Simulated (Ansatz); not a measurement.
# BO+ (triplet): from Hartree-Fock to the top rungs, cc-pVTZ

One table from this session's results is given with a row withheld; the runs are named, their logs left out.

The runs use Ansatz 0.2.0, Gaussian basis; cc-pVTZ, core rule «outside noble gas», up to 2 orbitals frozen.

Plan: UHF; CCSD(T) on ROHF; CCSD(T) on UHF; BCCD(T) on ROHF; CISD; CCSDT(Q) on ROHF; CCSDT(Q) on UHF; CASSCF and MRCISD+Q, 8 electrons in 8 orbitals; CASSCF and NEVPT2, 8 electrons in 8 orbitals.

6 further runs of the same task are left out: 3 for a known fault of the program, 3 set aside as unsound or not needed.

### What is computed

The geometry is a PBE0/def2-TZVP stationary point (not a proven minimum) of the parent state, kept for this charge and spin.

2 atoms, charge 1, spin multiplicity 3.

Atoms are counted from 1 here; the program's logs count them from 0.

Bond lengths: B1–O2 1.185 Å.

Coordinates:

```
B     0.0000    0.0000    0.0000
O     0.0000    0.0000    1.1850
```

The first run:

in.yaml

```yaml
crystal:
  periodic: [false, false, false]
  atoms:
    - {symbol: B, position_ang: [0.000000, 0.000000, 0.000000]}
    - {symbol: O, position_ang: [0.000000, 0.000000, 1.185000]}
basis:
  gaussian: {orbitals: cc-pVTZ}
total_charge: 1
magnetization: {spin_polarized: true, initial_magnetization: 2}
hamiltonian: {xc: hf}
output: {orbitals: {seedname: orbitals}}
```

On the command line:

```console
> ansatz run in.yaml --threads 1 --pin off --events-out ev --progress --plain --max-ram 4096MiB --backend cpu
```

Steps of the session up to this table: UHF; CCSD(T) on ROHF; CCSD(T) on UHF; BCCD(T) on ROHF; CISD; CCSDT(Q) on ROHF; CCSDT(Q) on UHF; CASSCF and MRCISD+Q, 8 electrons in 8 orbitals; CASSCF and NEVPT2, 8 electrons in 8 orbitals.

One of the session's tables, all rows but one given; the rest of the session is left out.

| method | from UCCSDT(Q) (meV) |
| --- | --- |
| ROHF | +6566.8 |
| UHF | +6458.8 |
| RMP2 | +638.9 |
| UMP2 | +652.4 |
| CISD | +441.6 |
| RCCSD | +236.0 |
| UCCSD | +233.5 |
| RCCSD(T) | +27.2 |
| UCCSD(T) | +26.1 |
| BCCD(T) | +28.5 |
| RCCSDT | +9.1 |
| UCCSDT | +7.8 |
| RCCSDT(Q) | +3.0 |
| UCCSDT(Q) | 0 |
| CASSCF valence | +4411.2 |
| NEVPT2 valence | ? |
| MRCISD valence | +174.2 |
| MRCISD+Q valence | +28.3 |

Estimate the missing values for NEVPT2 valence.

As computed: from UCCSDT(Q) (meV): +719.3. In the column «from UCCSDT(Q) (meV)» it lies between UMP2 (+652.4) and CASSCF valence (+4411.2).

To keep in mind: Restricted and unrestricted rows rest on different reference determinants; where their highest levels disagree by more than a few hundredths of an eV, they describe different states and don't form one ladder.
